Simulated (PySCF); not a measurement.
# A diatomic session: Si2

An exercise on one series of results from a longer session: the logs are not shown, and one member is left open.

The runs use PySCF 2.14.0; Si 3-21G, no relativity.

Set-up of the first run:

Settings of the job:

```json
{
  "atoms": "Si, Si",
  "charge": "0",
  "basis": "Si 3-21G",
  "Hamiltonian": "no relativity",
  "basis functions": "26",
  "electrons treated": "28",
  "masses in u": "27.9769, 27.9769",
  "levels": "PBE0, PBE, r²SCAN, revPBE, M06-L, M06-2X, HF, MP2, SCS-MP2, CCSD, CCSD(T)",
  "grid": "80 radial by 434 angular points",
  "occupations": "held fixed by the projection of orbital angular momentum",
  "dissociation limit": "Si + Si, each in its ground configuration",
  "starting distance in angstrom": "2.230",
  "values of 2S to try": "0, 2, 4"
}
```

Command:

```
$ OMP_NUM_THREADS=1 python dia.py task.json out
```

Steps of the session up to this table: Input; PBE0 along the bond; Other states along the same grid; PBE; r²SCAN; revPBE; M06-L (meta-GGA); M06-2X (hybrid meta-GGA); UHF (mean field); Correlated methods on the Hartree–Fock reference.

One of the session's tables, all rows but one given; the rest of the session is left out.

Energy (eV) from each level's lowest point:

| R (Å) | UHF | UHF-MP2 | UHF-SCS-MP2 | UHF-CCSD | UHF-CCSD(T) |
| --- | --- | --- | --- | --- | --- |
| 2.034 | 0.688 | 0.950 | 0.902 | n/a | n/a |
| 2.128 | 0.263 | 0.457 | 0.419 | 0.444 | 0.468 |
| 2.223 | 0.054 | 0.174 | 0.148 | 0.162 | 0.180 |
| 2.294 | 0.000 | 0.060 | 0.043 | 0.051 | 0.063 |
| 2.365 | 0.010 | 0.007 | 0.000 | 0.001 | 0.008 |
| 2.436 | ? | ? | ? | ? | ? |
| 2.531 | 0.207 | 0.043 | 0.064 | 0.053 | 0.044 |
| 2.649 | 0.445 | 0.155 | 0.200 | 0.183 | 0.160 |
| 2.791 | 0.797 | 0.342 | 0.422 | 0.402 | 0.361 |
| 2.980 | 1.338 | 0.636 | 0.768 | n/a | n/a |

Estimate the missing values for R (Å) = 2.436.

Worked estimate for «UHF». A straight line through the neighbours (2.365, 0.010) and (2.531, 0.207) gives 0.010 + (0.207 − 0.010) × (2.436 − 2.365) / (2.531 − 2.365) = 0.094; a parabola fitted to 4 rows on both sides gives 0.073.

**Answer.** UHF: 0.070; UHF-MP2: 0.000; UHF-SCS-MP2: 0.004; UHF-CCSD: 0.000; UHF-CCSD(T): 0.000. In «UHF» the line misses by +0.024 and the parabola by +0.003.
